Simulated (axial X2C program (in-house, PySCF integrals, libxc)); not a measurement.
# A two-component session on SiO⁺: EOM-EA-CCSD levels

Wanted for SiO⁺: EOM-EA-CCSD levels, at the two-component level.

Program: an in-house X2C program for linear molecules on PySCF integrals. Level of theory: two-component X2C with atomic mean-field terms, Si dyall-av3z, O dyall-av3z. These are calculated values, not measurements.

## Step 1: Input

Contents of task.json:

```json
{"zs": [14, 8], "q": 1, "bas": ["dyall-av3z", "dyall-av3z"], "r0": 1.64, "eom": "ea", "thr": -2.0, "nmax": 92, "grid": [1, 0.96, 1.045, 0.92, 1.09, 1.15]}
```

Keys: zs atomic numbers; q charge; bas basis sets; r0 starting distance in Å; eom kind of EOM run; thr threshold in hartree for freezing inner shells (an s shell follows its p shell); nmax most natural virtual spinors; grid distances as factors.

The run is started by

```
python soeom.py task.json out
```

Further steps of the session: EOM-EA-CCSD at 1.530 Å.

Before running it: what results should come out? Wanted: next root led by one particle; T1 of the reference.

As calculated:

| quantity | value |
| --- | --- |
| lowest root at 1.530 Å | Ω = 1/2, 20.397 eV |
| next root led by one particle | Ω = 1/2, about 41540 cm⁻¹ higher |
| T1 of the reference | 0.216 |

What this shows: The added electron is bound by 20.40 eV in a spinor of 32% O pπ, 24% O pσ, 17% Si pσ. Errors of 0.1 to 0.3 eV are usual at this size, and roots led by higher excitations are left out, so the list is incomplete, and low states of that kind can be missing. T1 or the largest double amplitude of the reference is raised, which lowers the reliability.
